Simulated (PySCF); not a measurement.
Species: epifluorohydrin, C3H5FO.
SMILES with atom numbers: `[F:1][CH2:2][C@@H:3]1[CH2:4][O:5]1` (hydrogens: H6, H7 on C2; H8 on C3; H9, H10 on C4)

A GFN2-xTB structure was refined with PySCF 2.14.0, PBE0-D3(BJ)/def2-SVP geometry optimisation, gas phase. Its GFN2-xTB values:

| coordinate | GFN2-xTB |
| --- | --- |
| F1–C2 | 1.388 Å |
| C2–C3 | 1.526 Å |
| C2–H6 | 1.086 Å |
| C2–H7 | 1.104 Å |
| C3–C4 | 1.422 Å |
| C3–O5 | 1.386 Å |
| C3–H8 | 1.093 Å |
| C4–O5 | 1.393 Å |
| C4–H9 | 1.077 Å |
| C4–H10 | 1.118 Å |
| F1–C2–C3 | 111.2° |
| C2–C3–C4 | 119.7° |
| C2–C3–O5 | 116.4° |
| C3–C4–O5 | 59.0° |
| C3–O5–C4 | 61.6° |
| C4–C3–O5 | 59.5° |
| F1–C2–C3–C4 | -90° |
| C2–C3–C4–O5 | -105° |
| C2–C3–O5–C4 | 110° |

Question: How do these coordinates change at the PBE0-D3(BJ)/def2-SVP level?

Answer: 
```
 coordinate  PBE0-D3(BJ)/def2-SVP (Å or °)  change
      C3–C4                          1.462  +0.040
      C2–C3                          1.501  -0.025
      C3–O5                          1.408  +0.022
     C4–H10                          1.097  -0.021
      C4–H9                          1.098  +0.021
      C4–O5                          1.411  +0.018
      F1–C2                          1.370  -0.018
      C2–H6                          1.103  +0.017
      C3–H8                          1.100  +0.007
      C2–H7                          1.104   0.000
   C2–C3–C4                          121.2    +1.5
   C2–C3–O5                          115.3    -1.1
   F1–C2–C3                          110.0    -1.2
   C3–O5–C4                           62.5    +0.9
   C4–C3–O5                           58.9    -0.6
   C3–C4–O5                           58.6    -0.4
F1–C2–C3–C4                            -93      -3
C2–C3–C4–O5                           -103      +2
C2–C3–O5–C4                            113      +3
```

The energy falls by 0.107 eV over 11 energy and gradient evaluations, the largest force component goes from 0.0459 to 2.6e-04 Eh/bohr, and the atoms move by 0.033 Å rms after alignment. The bond that changes most is C3–C4 (both ends sp3 carbon bound to oxygen), which lengthens by 0.040 Å. Bonds longer at the end by more than 0.005 Å: 6 of 10; shorter: 3. Rotational constants go from 14825, 3176, 2904 to 14664, 3196, 2919 MHz.

The run used 95 basis functions and 68 SCF cycles in all. Time: 30 s of wall time; peak memory 0.45 GiB. Hardware: an Arm Neoverse V1 with one thread, shared host with 64 logical CPUs at a one-minute load of 48.

Whether it is a minimum is left open (no frequencies). The numbers are those of one conformer.

Shape of the structure used: `[F:1][CH2:2][C@@H:3]1[CH2:4][O:5]1`: F1–C2–C3–C4 -93°.
